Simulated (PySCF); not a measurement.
i-BuOMe, C5H12O.
Bonds: C1–O2, O2–C3, C3–C4, C4–C5, C4–C6. Hydrogens: H7, H8, H9 on C1; H10, H11 on C3; H12 on C4; H13, H14, H15 on C5; H16, H17, H18 on C6.

A linear-response calculation (PySCF, def2-SVPD basis, gas phase, vertical, core orbitals frozen in the response) gave these numbers; the functional is withheld.

Orbital energies (eV): HOMO-3 -9.41, HOMO-2 -9.18, HOMO-1 -8.83, HOMO -7.42, LUMO 0.76, LUMO+1 1.15, LUMO+2 1.60.

```csv
state,E (eV),f,"main configurations (H = HOMO, L = LUMO)"
S1,6.98,0.033,"H→L (89%), H→L+1 (9%)"
S2,7.57,0.0026,"H→L+1 (88%), H→L (8%)"
S3,7.91,0.027,"H→L+2 (76%), H→L+3 (12%)"
S4,8.04,0.016,"H→L+3 (83%), H→L+2 (9%)"
S5,8.15,0.0027,H→L+4 (83%)
S6,8.52,0.038,H-1→L (94%)
```

Triplets, Tamm–Dancoff:

```
state  E (eV)  λ (nm)  main configurations (H = HOMO, L = LUMO)
   T1    6.80   182.3                    H→L (83%), H→L+1 (12%)
   T2    7.47   165.9                    H→L+1 (81%), H→L (10%)
   T3    7.66   161.8     H→L+2 (46%), H→L+4 (31%), H→L+5 (10%)
   T4    7.85   157.8                               H→L+3 (77%)
```

Vertical ionisation energy by ΔSCF with the same functional: 9.61 eV. Mean static polarisability: 69.6 au.

**Question.** Name the functional.
A. CAM-B3LYP
B. PBE
C. PBE0
D. HF

**Answer.** C. PBE0 is a global hybrid with 25% exact exchange. In this run −ε(HOMO) = 7.42 eV differs from the ΔSCF value by -2.19 eV, and S1 differs from the orbital gap of 8.18 eV by -1.20 eV. The ratio −ε(HOMO)/IP is 0.77. Usual ranges for neutral molecules in this basis: 0.7 to 0.83 with PBE0, 0.5 to 0.7 with PBE, 0.85 to 0.93 with CAM-B3LYP; with Hartree–Fock the ratio is 1 or more (Koopmans' value less the relaxation energy is the ΔSCF value).

Theory: TDDFT PBE0/def2-SVPD, vertical, gas phase, core orbitals frozen in the response (PySCF). One conformer (not necessarily the lowest) at the PBE0-D3(BJ)/def2-SVP geometry, without solvent, vibrations or thermal averaging.

The values belong to the conformer `[CH3:1][O:2][CH2:3][CH:4]([CH3:5])[CH3:6]`: C1–O2–C3–C4 180°, O2–C3–C4–C5 58°.
